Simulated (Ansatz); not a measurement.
# C₂H₃F₂+: one structure at several levels

The atoms stand at a structure displaced at random from a GFN2-xTB minimum. How far do the functionals agree with CCSD(T) there?

The runs use Ansatz 0.2.0, Gaussian basis; single points in def2-TZVPP.

Correlated methods freeze the cores. B3LYP uses VWN-RPA correlation.

**1. Where the work starts**

7 atoms, charge 1, spin multiplicity 1.

Atoms are counted from 1 here; the program's logs count them from 0.

Bond lengths: F1–C2 1.315 Å, C2–C3 1.538 Å, C3–F4 1.380 Å, C3–H6 0.888 Å, C3–H7 0.882 Å. Angles: F1–C2–C3 133.4°, C2–C3–F4 104.4°, C2–C3–H6 116.6°, C2–C3–H7 110.8°, F4–C3–H6 103.6°, F4–C3–H7 106.1°, H6–C3–H7 114.0°.

Coordinates:

```xyz
7

F    -1.45400    0.66440   -1.09750
C    -0.38390    0.63070   -0.33350
C     0.33090   -0.49330    0.43570
F    -0.43350   -1.61560    0.19220
H     0.14220    1.98990   -0.47600
H     1.13780   -0.72280    0.14530
H     0.28960   -0.35260    1.30530
```

**2. CCSD(T)/def2-TZVPP**

File run/in.yaml:

```yaml
crystal:
  periodic: [false, false, false]
  atoms:
    - {symbol: F, position_ang: [-1.454000, 0.664400, -1.097500]}
    - {symbol: C, position_ang: [-0.383900, 0.630700, -0.333500]}
    - {symbol: C, position_ang: [0.330900, -0.493300, 0.435700]}
    - {symbol: F, position_ang: [-0.433500, -1.615600, 0.192200]}
    - {symbol: H, position_ang: [0.142200, 1.989900, -0.476000]}
    - {symbol: H, position_ang: [1.137800, -0.722800, 0.145300]}
    - {symbol: H, position_ang: [0.289600, -0.352600, 1.305300]}
basis:
  gaussian: {orbitals: def2-TZVPP}
total_charge: 1
correlation: {method: ccsd_t}
output: {forces: true}
```

Started as:

```bash
> ansatz run in.yaml --threads 8 --pin off --events-out ev --progress --plain --max-ram 10444MiB
```

**3. PBE0-D4/def2-TZVPP**

run/in.yaml: that of step 2 with these lines changed.

```diff
@@ -13,3 +13,3 @@
 total_charge: 1
-correlation: {method: ccsd_t}
-output: {forces: true}
+hamiltonian: {xc: pbe0, dispersion: d4}
+output: {forces: true, orbitals: {seedname: orbitals}}
```

**4. wB97M-V/def2-TZVPP**

run/in.yaml: that of step 3 with these lines changed.

```diff
@@ -13,3 +13,3 @@
 total_charge: 1
-hamiltonian: {xc: pbe0, dispersion: d4}
-output: {forces: true, orbitals: {seedname: orbitals}}
+hamiltonian: {xc: {name: wB97M-V}}
+output: {forces: true}
```

**5. r2SCAN-D4/def2-TZVPP**

run/in.yaml: that of step 4 with these lines changed.

```diff
@@ -13,3 +13,3 @@
 total_charge: 1
-hamiltonian: {xc: {name: wB97M-V}}
+hamiltonian: {xc: r2scan, dispersion: d4}
 output: {forces: true}
```

**6. PBE-D4/def2-TZVPP**

run/in.yaml: that of step 5 with these lines changed.

```diff
@@ -13,3 +13,3 @@
 total_charge: 1
-hamiltonian: {xc: r2scan, dispersion: d4}
+hamiltonian: {xc: pbe, dispersion: d4}
 output: {forces: true}
```

**7. B3LYP-D4/def2-TZVPP**

run/in.yaml: that of step 6 with these lines changed.

```diff
@@ -13,3 +13,3 @@
 total_charge: 1
-hamiltonian: {xc: pbe, dispersion: d4}
+hamiltonian: {xc: {name: B3LYP}, dispersion: d4}
 output: {forces: true}
```

**8. LC-wPBE/def2-TZVPP**

run/in.yaml: that of step 7 with these lines changed.

```diff
@@ -13,3 +13,3 @@
 total_charge: 1
-hamiltonian: {xc: {name: B3LYP}, dispersion: d4}
+hamiltonian: {xc: {name: LC-wPBE}}
 output: {forces: true}
```

(Steps that only read results are left out.)

Q: Predict the outcome of this session. Wanted: energy less free atoms, CCSD(T)/def2-TZVPP; RMS force component; RMS force error; HOMO and LUMO, PBE0-D4; T1 diagnostic.

**Answer**, as computed:

| quantity | value |
| --- | --- |
| energy less free atoms, CCSD(T)/def2-TZVPP | -1296.6 kJ/mol |
| RMS force component | 5.799 to 5.961 eV/Å over the methods |
| RMS force error | PBE0-D4 0.220, wB97M-V 0.079, r2SCAN-D4 0.224, PBE-D4 0.404, B3LYP-D4 0.128, LC-wPBE 0.224 eV/Å |
| HOMO and LUMO, PBE0-D4 | -16.82 and -11.20 eV |
| T1 diagnostic | 0.019 |

Against CCSD(T) the functionals' energies less atoms differ by -184.0 to -61.1 kJ/mol, PBE-D4 by -184.0 kJ/mol. CCSD(T) in triple zeta still lacks some correlation energy of the bonds, so part of these gaps is its own basis error and they don't rank the functionals. For forces wB97M-V does best and PBE-D4 worst. Frozen-core CCSD(T) forces in triple zeta carry basis errors of their own, and this is one geometry, so small gaps rank nothing.
